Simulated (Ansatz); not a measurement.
Ethane: measurement beside calculation (Ansatz, PBE0-D4/def2-TZVP geometry).

Z-matrix (Å, degrees):
```
C
C 1 1.519
H 1 1.093 2 111.4
H 1 1.093 2 111.4 3 120.0
H 1 1.093 2 111.4 3 -120.0
H 2 1.093 1 111.4 3 180.0
H 2 1.093 1 111.4 3 -60.0
H 2 1.093 1 111.4 3 60.0
```

Measured: 2899 cm⁻¹ (C-H stretch region, lower band, gas phase, Raman spectroscopy (earlier work)); 2953 cm⁻¹ (C-H stretch region, upper band, gas phase, Raman spectroscopy (earlier work)). Source: Self-preservation and structural transition of gas hydrates during dissociation below the ice point: an in situ study using Raman spectroscopy, 2016 (pmc:5150642).

Harmonic PBE0-D4 wavenumbers (cm⁻¹, unscaled): 309, 822, 822, 1026, 1216, 1217, 1398, 1417, 1495, 1495, 1497, 1497, 3049, 3050, 3106, 3106, 3131, 3131. Fundamentals include anharmonicity and usually lie a few per cent under these; harmonic values from spectra compare directly.

Enthalpy of formation at 298 K: -20.1 kcal/mol (zero for an element's reference state; older measured values of the G2 set, as listed by Staroverov and co-workers, J. Chem. Phys. 119, 12129, 2003). With their computed zero-point and thermal terms and the atoms' enthalpies of Curtiss and co-workers (1997) it gives an electronic atomization energy of 712.2 kcal/mol.

```json
{"level": "LDA (SPW92)", "atomization (kcal/mol)": "794.0", "error": "81.8", "error per bond": "11.7"}
{"level": "PBE-D4", "atomization (kcal/mol)": "719.0", "error": "6.8", "error per bond": "1.0"}
{"level": "revPBE-D4", "atomization (kcal/mol)": "706.6", "error": "-5.6", "error per bond": "-0.8"}
{"level": "BLYP-D4", "atomization (kcal/mol)": "708.9", "error": "-3.3", "error per bond": "-0.5"}
{"level": "r2SCAN-D4", "atomization (kcal/mol)": "712.5", "error": "0.3", "error per bond": "0.0"}
{"level": "B97M-V", "atomization (kcal/mol)": "713.6", "error": "1.4", "error per bond": "0.2"}
{"level": "PBE0-D4", "atomization (kcal/mol)": "713.7", "error": "1.5", "error per bond": "0.2"}
{"level": "B3LYP-D4", "atomization (kcal/mol)": "714.5", "error": "2.3", "error per bond": "0.3"}
{"level": "r2SCANh-D4", "atomization (kcal/mol)": "710.8", "error": "-1.4", "error per bond": "-0.2"}
{"level": "r2SCAN0-D4", "atomization (kcal/mol)": "708.4", "error": "-3.7", "error per bond": "-0.5"}
{"level": "HSE06-D4", "atomization (kcal/mol)": "714.1", "error": "1.9", "error per bond": "0.3"}
{"level": "BHLYP-D4", "atomization (kcal/mol)": "701.9", "error": "-10.3", "error per bond": "-1.5"}
{"level": "CAM-B3LYP-D4", "atomization (kcal/mol)": "716.4", "error": "4.3", "error per bond": "0.6"}
{"level": "ωB97X-V", "atomization (kcal/mol)": "712.2", "error": "0.0", "error per bond": "0.0"}
{"level": "ωB97M-V", "atomization (kcal/mol)": "713.6", "error": "1.4", "error per bond": "0.2"}
{"level": "B2PLYP", "atomization (kcal/mol)": "707.6", "error": "-4.6", "error per bond": "-0.7"}
{"level": "PBE-QIDH", "atomization (kcal/mol)": "709.7", "error": "-2.5", "error per bond": "-0.4"}
{"level": "PBE", "atomization (kcal/mol)": "717.3", "error": "5.1", "error per bond": "0.7"}
{"level": "revPBE", "atomization (kcal/mol)": "699.6", "error": "-12.6", "error per bond": "-1.8"}
{"level": "BLYP", "atomization (kcal/mol)": "704.9", "error": "-7.3", "error per bond": "-1.0"}
{"level": "r2SCAN", "atomization (kcal/mol)": "712.1", "error": "-0.1", "error per bond": "0.0"}
{"level": "PBE0", "atomization (kcal/mol)": "712.3", "error": "0.1", "error per bond": "0.0"}
{"level": "B3LYP", "atomization (kcal/mol)": "711.8", "error": "-0.4", "error per bond": "-0.1"}
{"level": "r2SCANh", "atomization (kcal/mol)": "710.4", "error": "-1.8", "error per bond": "-0.3"}
{"level": "r2SCAN0", "atomization (kcal/mol)": "708.0", "error": "-4.2", "error per bond": "-0.6"}
{"level": "HSE06", "atomization (kcal/mol)": "712.8", "error": "0.7", "error per bond": "0.1"}
{"level": "BHLYP", "atomization (kcal/mol)": "700.2", "error": "-12.0", "error per bond": "-1.7"}
{"level": "CAM-B3LYP", "atomization (kcal/mol)": "715.1", "error": "2.9", "error per bond": "0.4"}
{"level": "LC-ωPBE", "atomization (kcal/mol)": "709.8", "error": "-2.3", "error per bond": "-0.3"}
{"level": "HF/def2-TZVPP", "atomization (kcal/mol)": "550.9", "error": "-161.3", "error per bond": "-23.0"}
{"level": "MP2/def2-TZVPP", "atomization (kcal/mol)": "699.5", "error": "-12.7", "error per bond": "-1.8"}
{"level": "SCS-MP2/def2-TZVPP", "atomization (kcal/mol)": "702.5", "error": "-9.7", "error per bond": "-1.4"}
{"level": "CCSD/def2-TZVPP", "atomization (kcal/mol)": "693.6", "error": "-18.6", "error per bond": "-2.7"}
{"level": "CCSD(T)/def2-TZVPP", "atomization (kcal/mol)": "699.4", "error": "-12.8", "error per bond": "-1.8"}
{"level": "HF/def2-QZVPP", "atomization (kcal/mol)": "551.4", "error": "-160.8", "error per bond": "-23.0"}
{"level": "MP2/def2-QZVPP", "atomization (kcal/mol)": "707.3", "error": "-4.9", "error per bond": "-0.7"}
{"level": "SCS-MP2/def2-QZVPP", "atomization (kcal/mol)": "711.4", "error": "-0.8", "error per bond": "-0.1"}
{"level": "CCSD/def2-QZVPP", "atomization (kcal/mol)": "700.3", "error": "-11.8", "error per bond": "-1.7"}
{"level": "CCSD(T)/def2-QZVPP", "atomization (kcal/mol)": "706.6", "error": "-5.6", "error per bond": "-0.8"}
{"level": "HF/CBS(def2)", "atomization (kcal/mol)": "551.5", "error": "-160.7", "error per bond": "-23.0"}
{"level": "MP2/CBS(def2)", "atomization (kcal/mol)": "712.8", "error": "0.6", "error per bond": "0.1"}
{"level": "CCSD/CBS(def2)", "atomization (kcal/mol)": "705.1", "error": "-7.1", "error per bond": "-1.0"}
{"level": "CCSD(T)/CBS(def2)", "atomization (kcal/mol)": "711.7", "error": "-0.5", "error per bond": "-0.1"}
```

Functionals use def2-TZVPP; B3LYP here is the variant with VWN-RPA as its local correlation; programs differ in this. The calculations leave out spin–orbit coupling, scalar relativity and, for the correlated methods, core correlation; together these are worth up to about 1 kcal/mol a heavy atom. HSE06 is defined as in plane-wave codes. CBS extrapolates def2-TZVPP and def2-QZVPP. T1 = 0.009.
